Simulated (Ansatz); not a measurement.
A made-up structure of MgSiNH$_{4}$ (charge -1), singlet:

```xyz
7
angstrom
N -1.2956 -1.9972 -0.1049
Mg -0.6795 -0.6330 -0.1607
Si 0.7398 0.9344 0.1148
H -2.0444 -2.3368 -0.3785
H 0.7391 1.8277 -1.1518
H 0.3465 1.8058 1.3409
H 2.1941 0.3991 0.3402
```

It is relaxed with PBE-D4/def2-SVPD and then PBE0-D4/def2-TZVPD (Ansatz 0.2.0). Atoms count as bonded within 1.22 times the sum of their covalent radii (H–H: 0.88 Å). The end point is not checked to be a true minimum.

(1) Does its bonding change? (Judge from chemistry; the calculation decides.)

Answers

(1) The calculation gives: No: no bond forms or breaks.

Where it ends: The first stage lowers the energy by 4.38 eV in 9 steps. It ends as MgSiNH₄ ([NH][Mg][SiH3]), total charge -1:
N1  (-1.633, -2.428, -0.218)
Mg2  (-0.815, -0.806, -0.150)
Si3  (0.913, 1.153, 0.144)
H4  (-2.501, -2.909, -0.418)
H5  (1.023, 2.109, -1.019)
H6  (0.655, 2.101, 1.288)
H7  (2.357, 0.780, 0.372)
(Å)

Labels in which every atom is bracketed show which atoms are joined, not bond orders.

For scale, one of the runs: PBE0-D4/def2-TZVPD relaxation, 151 basis functions, launched by `ansatz run in.yaml --threads 2 --pin off --events-out ev --progress --plain --max-ram 4352MiB`. Hardware: 2 CPU threads of an Arm Neoverse V1, shared host. Wall time about 24 s.
